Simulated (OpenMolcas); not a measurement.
**[SiH3]− (SMILES [SiH3-]): levels of theory compared**

Aim: a comparison of 6 runs (HF/STO-3G, BLYP/cc-pVTZ, PBE0/cc-pVTZ, SVWN5/cc-pVTZ, r2SCAN/cc-pVTZ, CCSD(T)/cc-pVTZ) of [SiH3]−. 

The results are computed with OpenMolcas 26.06.

1 further run of the same task is left out (set aside as unsound or not needed).

## (1) Starting point

[SiH3]− has 4 atoms, charge -1, and is taken as a singlet. SMILES: `[SiH3-]`. Geometry: relaxed at PBE0-D4/def2-TZVPD.

Bond lengths: Si1–H2 1.546 Å, Si1–H3 1.546 Å, Si1–H4 1.546 Å. Angles: H2–Si1–H3 94.1°, H2–Si1–H4 94.1°, H3–Si1–H4 94.1°.

## (2) Energy and forces at HF/STO-3G (run 1)

The input, struct.xyz:

```xyz
4

Si     0.539700    -0.050700    -0.300900
H      0.426600     0.622300     1.085900
H     -0.298500    -1.283700     0.106800
H     -0.667800     0.712200    -0.891800
```

The input, job.inp:

```
* H3Si Hartree-Fock
>>> EXPORT MOLCAS_PRINT=2
&GATEWAY
BasLib
$CurrDir
Coord
struct.xyz
Basis
STO-3G
Group
NoSym
&SEWARD
&SCF
Charge
-1
Thresholds
1e-10 1e-07 1e-07 1e-05
PrOrbitals
0
&ALASKA
```

The basis set STO-3G is read from a file made from the Basis Set Exchange's data (not shown).

Run with:

```sh
export MOLCAS_MEM=1860
pymolcas job.inp > job.log
```

Log:

```text
--- Start Module: gateway ---
[...]
--- Stop Module: gateway /rc=_RC_ALL_IS_WELL_ ---
[...]
      Basis functions           12
[...]
--- Start Module: scf ---
[...]
       Convergence after  10 Iterations
[...]
::    Total SCF energy                               -287.0980894970
[...]
      Total spin, S                                     0.0000000000
[...]
      Total electronic charge=   18.000000
      Total            charge=   -1.000000
[...]
      Dipole Moment (debye):
      Origin of the operator (angstrom)=    0.4695   -0.0441   -0.2618
                   X=  9.8048E-01               Y= -9.2178E-02               Z= -5.4633E-01           Total=  1.1262E+00
      Center of Charge (angstrom)
[...]
--- Stop Module: scf /rc=_RC_ALL_IS_WELL_ ---
[...]
--- Start Module: alaska ---
[...]
 *              Molecular gradients               *
 **************************************************
  Irreducible representation: a
 ------------------------------------------------------------------------------------------
                              X                       Y                       Z
 ------------------------------------------------------------------------------------------
  SI1               2.86398308209925E-02   -2.69384591837935E-03   -1.59344506734076E-02
  H2                2.99486043095498E-03    1.34054074634513E-02    2.56730001184393E-02
  H3               -1.19949896854985E-02   -2.59838177093532E-02    5.44904515086497E-03
  H4               -1.96397015664500E-02    1.52722561642833E-02   -1.51875945958950E-02
 ------------------------------------------------------------------------------------------
--- Stop Module: alaska /rc=_RC_ALL_IS_WELL_ ---
[...]
```

It took 4.2 s on 1 thread of Intel Xeon Platinum 8259CL at 2.50GHz (Skylake/Cascade Lake), shared host; peak memory 0.37 GiB.

## (3) Energy and forces at BLYP/cc-pVTZ (run 2)

The input, job.inp:

```
&gateway
  baslib
  $CurrDir
  coord
  4
  bohr
  Si     1.01988519    -0.09580911    -0.56861859
  H      0.80615716     1.17597657     2.05205360
  H     -0.56408325    -2.42584143     0.20182275
  H     -1.26195911     1.34586295    -1.68525776
  basis
  cc-pVTZ
  group
  NoSym

&seward
  gridinput
  Grid=UltraFine
  End of Grid

&scf
  charge
  -1
  ksdft
  BLYP
  thresholds
  1e-10 1e-07 1e-07 1e-05
  prorbitals
  1

&alaska
```

The basis set cc-pVTZ is read from a file made from the Basis Set Exchange's data (not shown).

Run with:

```sh
export MOLCAS_MEM=1860
pymolcas job.inp > job.log
```

Log:

```text
--- Start Module: gateway ---
[...]
--- Stop Module: gateway /rc=_RC_ALL_IS_WELL_ ---
[...]
      Basis functions           76
[...]
--- Start Module: scf ---
[...]
       Convergence after  16 Iterations
[...]
::    Total KS-DFT energy                            -291.2698571612
[...]
      Total spin, S                                     0.0000000000
[...]
      Total electronic charge=   18.000000
      Total            charge=   -1.000000
[...]
      Dipole Moment (debye):
      Origin of the operator (angstrom)=    0.4695   -0.0441   -0.2618
                   X=  2.5737E-01               Y= -2.4202E-02               Z= -1.4316E-01           Total=  2.9550E-01
      Center of Charge (angstrom)
[...]
--- Stop Module: scf /rc=_RC_ALL_IS_WELL_ ---
[...]
--- Start Module: alaska ---
[...]
 *              Molecular gradients               *
 **************************************************
  Irreducible representation: a
 ------------------------------------------------------------------------------------------
                              X                       Y                       Z
 ------------------------------------------------------------------------------------------
  SI1              -6.17794941863137E-03    5.77888104613400E-04    3.46522922935977E-03
  H2                8.41251228248189E-04   -1.41693016479527E-03   -3.14797693035818E-03
  H3                2.29993757281988E-03    2.42941927802276E-03   -1.16571587161352E-03
  H4                3.03676061756963E-03   -1.59037721784427E-03    8.48463572608482E-04
 ------------------------------------------------------------------------------------------
--- Stop Module: alaska /rc=_RC_ALL_IS_WELL_ ---
[...]
```

It took 29 s on 1 thread of Intel Xeon Platinum 8259CL at 2.50GHz (Skylake/Cascade Lake), shared host; peak memory 0.43 GiB.

Runs 3 to 4 aren't shown in full; the table further down has their settings and results.

## (4) Energy and forces at r2SCAN/cc-pVTZ (run 5)

The input, input.xyz:

```xyz
4

Si     0.539700    -0.050700    -0.300900
H      0.426600     0.622300     1.085900
H     -0.298500    -1.283700     0.106800
H     -0.667800     0.712200    -0.891800
```

The input, test.inp:

```
* H3Si Kohn-Sham DFT

&GATEWAY
 BasLib=$CurrDir
 Coord=input.xyz
 Basis=cc-pVTZ
 Group=NoSym

&SEWARD
 GridInput
 Grid=UltraFine
 End of Grid

&SCF
 Charge=-1
 KSDFT=2
 1.0 MGGA_X_R2SCAN
 1.0 MGGA_C_R2SCAN
 Thresholds=1e-10 1e-07 1e-07 1e-05
 PrOrbitals=0

&ALASKA
```

The basis set cc-pVTZ is read from a file made from the Basis Set Exchange's data (not shown).

Run with:

```sh
export MOLCAS_MEM=1860
pymolcas test.inp > test.log
```

Log:

```text
--- Start Module: gateway ---
[...]
--- Stop Module: gateway /rc=_RC_ALL_IS_WELL_ ---
[...]
      Basis functions           76
[...]
--- Start Module: scf ---
[...]
       Convergence after  14 Iterations
[...]
::    Total KS-DFT energy                            -291.2500412172
[...]
      Total spin, S                                     0.0000000000
[...]
      Total electronic charge=   18.000000
      Total            charge=   -1.000000
[...]
      Dipole Moment (debye):
      Origin of the operator (angstrom)=    0.4695   -0.0441   -0.2618
                   X=  8.4585E-02               Y= -8.0124E-03               Z= -4.6808E-02           Total=  9.7004E-02
      Center of Charge (angstrom)
[...]
--- Stop Module: scf /rc=_RC_ALL_IS_WELL_ ---
[...]
--- Start Module: alaska ---
[...]
 *              Molecular gradients               *
 **************************************************
  Irreducible representation: a
 ------------------------------------------------------------------------------------------
                              X                       Y                       Z
 ------------------------------------------------------------------------------------------
  SI1              -2.93103354578372E-03    2.82038282189867E-04    1.67752090380691E-03
  H2                8.10569203933693E-04   -2.68520164786290E-04   -8.43039895088271E-04
  H3                1.01643579725530E-03    2.59280426542663E-04   -5.48210776501357E-04
  H4                1.10402854459002E-03   -2.72798543945019E-04   -2.86270232221497E-04
 ------------------------------------------------------------------------------------------
--- Stop Module: alaska /rc=_RC_ALL_IS_WELL_ ---
[...]
```

It took 32 s on 1 thread of Intel Xeon Platinum 8259CL at 2.50GHz (Skylake/Cascade Lake), shared host; peak memory 0.43 GiB.

## (5) The energy at CCSD(T)/cc-pVTZ (run 6)

The input, calc.inp:

```
* H3Si CCSD(T)

&GATEWAY
  BASLIB=$CurrDir
  COORD
  4
  angstrom
  Si       0.539700      -0.050700      -0.300900
  H        0.426600       0.622300       1.085900
  H       -0.298500      -1.283700       0.106800
  H       -0.667800       0.712200      -0.891800
  BASIS=cc-pVTZ
  GROUP=NoSym

&SEWARD

&SCF
  CHARGE=-1
  THRESHOLDS=1e-10 1e-07 1e-07 1e-05
  PRORBITALS=1 2

&RASSCF
  FILEORB=$Project.ScfOrb
  SPIN=1
  NACTEL=0 0 0
  INACTIVE=9
  RAS2=0
  OUTORBITALS=Canonical
  ORBLISTING=Nothing

&MOTRA
  JOBIPH
  FROZEN=5

&CCSDT
  CCT
  TRIPLES=2
  ITERATIONS=80
  ACCURACY=1e-08
  EXTRAPOLATION=5 4
```

The basis set cc-pVTZ is read from a file made from the Basis Set Exchange's data (not shown).

Run with:

```sh
export MOLCAS_MEM=1860
pymolcas calc.inp > calc.log
```

Log:

```text
--- Start Module: gateway ---
[...]
--- Stop Module: gateway /rc=_RC_ALL_IS_WELL_ ---
[...]
      Basis functions           76
[...]
       Convergence after  13 Iterations
[...]
::    Total SCF energy                               -290.6412443420
[...]
      Total spin, S                                     0.0000000000
[...]
      Number of active orbitals                  0
[...]
      Spin quantum number                      0.0
[...]
      Active orbitals                            0
[...]
      Number of CSFs                             1
[...]
      Number of root(s) required                 1
[...]
      Convergence after  4 iterations
[...]
      Natural orbitals and occupation numbers for root  1
      ************************************************************************************************************************
      *                                                    Final results                                                     *
      ************************************************************************************************************************
[...]
::    RASSCF root number  1 Total energy:   -290.64124434
[...]
      Total electronic charge=   18.000000
      Total            charge=   -1.000000
[...]
      Dipole Moment (debye):
      Origin of the operator (angstrom)=    0.4695   -0.0441   -0.2618
                   X=  1.5048E-01               Y= -1.4165E-02               Z= -8.3506E-02           Total=  1.7268E-01
      Center of Charge (angstrom)
[...]
--- Start Module: motra ---
[...]
      *** WARNING: Default frozen orbitals is overwritten by user input.
      *** Default values:   2
[...]
--- Stop Module: motra /rc=_RC_ALL_IS_WELL_ ---
[...]
--- Start Module: ccsdt ---
[...]
      Convergence after                    12  Iterations
      Total energy (diff) :    -290.82154903      -0.00000000
[...]
 METHOD                       : CCSD+T(CCSD)+<T3(1)WT1> = CCSD(T)
[...]
       CCSD     =      -290.8215490283085
[...]
--- Stop Module: ccsdt /rc=_RC_ALL_IS_WELL_ ---
[...]
```

Run time: 15 s. Hardware: 1 thread of Intel Xeon Platinum 8259CL at 2.50GHz (Skylake/Cascade Lake), shared host; peak memory 0.43 GiB.

## (6) All runs side by side

```csv
run,level,integration grid,task,energy (Eh),HOMO energy (eV),LUMO energy (eV),HOMO–LUMO gap (eV),wall time
1,HF/STO-3G,–,gradient,-287.098089,3.22,22.37,19.15,4.2 s
2,BLYP/cc-pVTZ,UltraFine,gradient,-291.269857,1.61,6.14,4.53,29 s
3,PBE0/cc-pVTZ,UltraFine,gradient,-291.153171,0.47,6.74,6.27,22 s
4,SVWN5/cc-pVTZ,UltraFine,gradient,-290.089363,1.35,5.85,4.50,19 s
5,r2SCAN/cc-pVTZ,UltraFine,gradient,-291.250041,1.25,6.28,5.03,32 s
6,CCSD(T)/cc-pVTZ,–,energy,-290.827337,-1.66,9.51,11.17,15 s
```

## (7) Summary of results

| quantity | value |
| --- | --- |
| run 6: total energy | -290.82734 Eh |
| run 6: HOMO energy (Hartree–Fock orbitals) | -1.66 eV |
| run 6: LUMO energy (Hartree–Fock orbitals) | 9.51 eV |
| run 6: HOMO–LUMO gap (to an unbound level, set by the basis) | 11.17 eV |
| run 6: correlation energy (5 core orbitals frozen) | -186.1 mEh |
| run 6: (T) correction | -5.79 mEh |

What this shows: Over runs 1, 2, 3, 4, 5 the HOMO–LUMO gap runs from 4.50 eV (SVWN5/cc-pVTZ) to 19.15 eV (HF/STO-3G). The two ends differ in method and basis. The empty levels of an anion lie above zero and hang on the basis. Totals of different functionals can't be ranked against each other. In runs 1, 2, 3, 4, 5 the HOMO lies above zero, so the outermost electron may be held by the basis alone. In run 1 the basis is minimal, so the values are rough. All runs together took 2 min, the longest 32 s.
